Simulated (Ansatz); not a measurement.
Relaxation of AlFH5N (8 atoms, charge 0, multiplicity 1), to a largest force component of 0.03 eV/Å in at most 50 steps.

Computed with RKS PBE/def2-SVP (Ansatz 0.2.0).

```xyz
8
Properties=species:S:1:pos:R:3
Al 0.009 -0.195 0.153
N 0.016 -0.137 2.033
H -0.797 -0.407 2.594
H 0.869 -0.221 2.593
H 1.446 -0.119 -0.530
H -1.396 -0.422 -0.561
F -0.316 2.587 0.822
H -0.248 2.049 1.588
```

Q: Where does it end, and by what steps?

A: The run converged. After 13 steps the energy has fallen by 2.003 eV; H8 moved furthest, 1.19 Å. Parted: F7–H8 (0.94 → 2.52 Å). Joined: Al1–F7 (2.88 → 1.71 Å), N2–H8 (2.25 → 1.03 Å).

```
step  energy less start (eV)  largest force component (eV/Å)  accepted
   0                  0.0000                           1.240       yes
   1                 -0.2513                           0.881       yes
   2                 -0.5024                           1.034       yes
   3                 -0.7832                           1.119       yes
   4                 -1.0997                           1.425       yes
   5                 -1.3100                           5.274       yes
   6                 -1.5656                           3.263       yes
   7                 -1.7963                           0.917       yes
   8                 -1.8654                           0.693       yes
   9                 -1.9555                           0.528       yes
  10                 -1.9922                           0.251       yes
  11                 -2.0007                           0.228       yes
  12                 -2.0027                           0.049       yes
  13                 -2.0027                           0.027       yes
```

```xyz
8
Properties=species:S:1:pos:R:3
Al -0.060 0.442 0.002
N -0.033 0.238 2.074
H -0.806 -0.323 2.457
H 0.848 -0.131 2.459
H 1.416 -0.057 -0.401
H -1.385 -0.374 -0.406
F -0.251 2.139 0.087
H -0.146 1.203 2.420
```

Run time: 20 s on 1 thread of AMD EPYC 7R43 64-Core Processor (Zen 3) (shared host), peak memory 0.14 GiB.
